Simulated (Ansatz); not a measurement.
# C₂H₃O radical (built from SMILES C#C.[OH]): single points off equilibrium

The task here is to estimate one member of a computed series from the others.

Computed with Ansatz 0.2.0, Gaussian basis. Level: single points in def2-TZVPP.

Cores are frozen in the correlated methods. Orbitals are unrestricted.

## Where the work starts

6 atoms, charge 0, spin multiplicity 2.

Atoms are counted from 1 here; the program's logs count them from 0.

Bond lengths: C1–C2 1.002 Å, C1–H4 1.149 Å, C2–H5 1.101 Å, O3–H6 1.012 Å. Angles: C2–C1–H4 169.9°, C1–C2–H5 145.5°.

Geometry (Å):

```
C     0.53000    0.43700   -0.10880
C     0.35340    0.02150   -1.00330
O    -0.95440    0.08210    1.34720
H     0.92170    0.93590    0.84890
H     0.27540   -0.92170   -1.56680
H    -1.53470   -0.60240    0.87980
```

The first run:

Contents of run/in.yaml:

```yaml
crystal:
  periodic: [false, false, false]
  atoms:
    - {symbol: C, position_ang: [0.530000, 0.437000, -0.108800]}
    - {symbol: C, position_ang: [0.353400, 0.021500, -1.003300]}
    - {symbol: O, position_ang: [-0.954400, 0.082100, 1.347200]}
    - {symbol: H, position_ang: [0.921700, 0.935900, 0.848900]}
    - {symbol: H, position_ang: [0.275400, -0.921700, -1.566800]}
    - {symbol: H, position_ang: [-1.534700, -0.602400, 0.879800]}
basis:
  gaussian: {orbitals: def2-TZVPP}
magnetization: {spin_polarized: true, initial_magnetization: 1}
correlation: {method: ccsd_t}
scf: {omitted_lower_state_checks: [cluster_reference]}
output: {forces: true}
```

The command line of these runs was not kept.

Among the steps run: CCSD(T)/def2-TZVPP; PBE0-D4/def2-TZVPP; wB97M-V/def2-TZVPP; r2SCAN-D4/def2-TZVPP; PBE-D4/def2-TZVPP; r2SCAN0-D4/def2-TZVPP; CAM-B3LYP-D4/def2-TZVPP.

One of the session's tables, all rows but one given; the rest of the session is left out.

```
      method  RMS force component (eV/Å)  angle to CCSD(T) forces (°)  dipole (D)
     CCSD(T)                      14.301                    reference        1.45
     PBE0-D4                      13.967                          0.5        1.52
     wB97M-V                      13.871                          0.3        1.50
   r2SCAN-D4                      14.078                          0.6        1.55
      PBE-D4                      14.263                          1.3        1.64
  r2SCAN0-D4                           ?                            ?           ?
CAM-B3LYP-D4                      13.672                          0.4        1.53
```

**Question.** Estimate the row for r2SCAN0-D4.

**Answer.** RMS force component (eV/Å): 13.848; angle to CCSD(T) forces (°): 0.8; dipole (D): 1.51. In the column «RMS force component (eV/Å)» it lies between CAM-B3LYP-D4 (13.672) and wB97M-V (13.871).
